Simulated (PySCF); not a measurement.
These are ωB97X-D3(BJ)/def2-TZVP // B3LYP-D3(BJ)/def2-SVP (PySCF) values and carry that method's errors. All species are isolated molecules in the gas phase. Delta-SCF ions had no search for a lower state. 

Reference species (SMILES): `N` (neutral, multiplicity 1).

- dipole moment: 1.80 D
- vertical ionisation energy (Delta-SCF): 11.07 eV

Changed species: `S` (free base H2S; the reference has free base NH3).

Question: What does the change do to the dipole moment and vertical ionisation energy (Delta-SCF)?

Answer: the dipole moment falls by 0.64 D, to 1.16 D; the vertical ionisation energy (Delta-SCF) decreases by 0.59 eV, to 10.48 eV.
